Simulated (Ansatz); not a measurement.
CsCl-type TlBr

These are B3LYP (VWN-RPA form) (Ansatz, an electronic-structure program, plane waves, PAW) values and carry that method's errors.

Settings: plane-wave cutoff 460 eV, 6×6×6 k mesh, Fermi–Dirac smearing 0.01 eV, scalar-relativistic PAW data made under PBE.

Cell (relaxed at this level):

```cif
data_BrTl
_chemical_formula_sum 'Tl1 Br1'
_space_group_name_H-M_alt 'Pm-3m'
_space_group_IT_number 221
_space_group_name_Hall '-P 4 2 3'
_cell_length_a 4.14537
_cell_length_b 4.14537
_cell_length_c 4.14537
_cell_angle_alpha 90.000
_cell_angle_beta 90.000
_cell_angle_gamma 90.000
loop_
_atom_site_label
_atom_site_type_symbol
_atom_site_symmetry_multiplicity
_atom_site_Wyckoff_symbol
_atom_site_fract_x
_atom_site_fract_y
_atom_site_fract_z
_atom_site_occupancy
Tl1 Tl 1 a 0.00000 0.00000 0.00000 1
Br1 Br 1 b 0.50000 0.50000 0.50000 1
```

```
Property                           Result
------------  ---------------------------
bulk modulus                     17.1 GPa
band gap      3.34 eV (on the SCF k mesh)
Γ–Γ gap                           9.15 eV
```

Measured, for comparison: band gap 2.68 eV (temperature not stated, no zero-point or thermal correction, detector crystals, literature values; as tabulated in Piasecki et al. (2022), doi:10.1039/d1ma01259b).

Note: the cell is over a tenth larger than the published one: the level's own overestimate first of all, though another phase or state, or a fault of the published cell, is possible.

Spin–orbit coupling is not included; with these elements it can move the gap by several tenths of an eV or more.

Computed values are for the static lattice.

The result took roughly 8 core-minutes.
